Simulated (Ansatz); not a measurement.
in.yaml

```yaml
crystal:
  periodic: [false, false, false]
  atoms:
    - {symbol: Cl, position_ang: [0.000000, 0.243476, 1.644766]}
    - {symbol: O, position_ang: [0.000000, 0.878551, -1.605214]}
    - {symbol: Ge, position_ang: [0.000000, -0.312338, -0.449193]}
basis:
  gaussian: {orbitals: cc-pVDZ}
magnetization: {spin_polarized: false, initial_magnetization: 3}
correlation: {method: ccsdt_q, electrons: outside_noble_gas}
```

```sh
$ ansatz run in.yaml --threads 1 --pin off --events-out ev --progress --plain --max-ram 2393MiB
```

Log:

```
1130 factors; integrals over basis functions are off by at most 1.4e-7 eV
mean field evaluation 1: about -71002.5131 eV, gradient 4.0e1 eV
mean field evaluation 2: about -71002.5203 eV, gradient 4.0e1 eV
mean field evaluation 4: about -71007.6974 eV, gradient 9.1e0 eV
mean field evaluation 8: about -71010.6720 eV, gradient 5.3e0 eV
mean field evaluation 16: about -71011.0290 eV, gradient 5.9e-4 eV
mean field evaluation 32: about -71011.1357 eV, gradient 1.1e-2 eV
mean field evaluation 64: about -71007.9752 eV, gradient 2.2e1 eV
mean field evaluation 96: about -71009.7563 eV, gradient 7.2e0 eV
mean field evaluation 128: about -71011.1240 eV, gradient 1.4e-1 eV
mean field evaluation 160: about -71007.7355 eV, gradient 8.1e0 eV
...
cycle  16  -10.00661584 eV  change   -3.0e-5 eV  update   6.2e-5
cycle  17  -10.00661372 eV  change    2.1e-6 eV  update   4.7e-5
cycle  18  -10.00661944 eV  change   -5.7e-6 eV  update   2.9e-5
cycle  19  -10.00661752 eV  change    1.9e-6 eV  update   1.9e-5
cycle  20  -10.00662203 eV  change   -4.5e-6 eV  update   1.2e-5
cycle  21  -10.00663223 eV  change   -1.0e-5 eV  update   8.2e-6
cycle  22  -10.00663672 eV  change   -4.5e-6 eV  update   5.9e-6
cycle  23  -10.00663799 eV  change   -1.3e-6 eV  update   3.8e-6
cycle  24  -10.00664087 eV  change   -2.9e-6 eV  update   2.5e-6
cycle  25  -10.00664154 eV  change   -6.7e-7 eV  update   1.4e-6
perturbative correction -0.02260380 eV, -0.0008306744 hartree
Total energy: -71021.16496783 eV, -2609.9796726932 hartree
```

Ran on 1 thread of Arm Neoverse V1, shared host: 1.9 min wall, 1.1 GiB peak host memory.
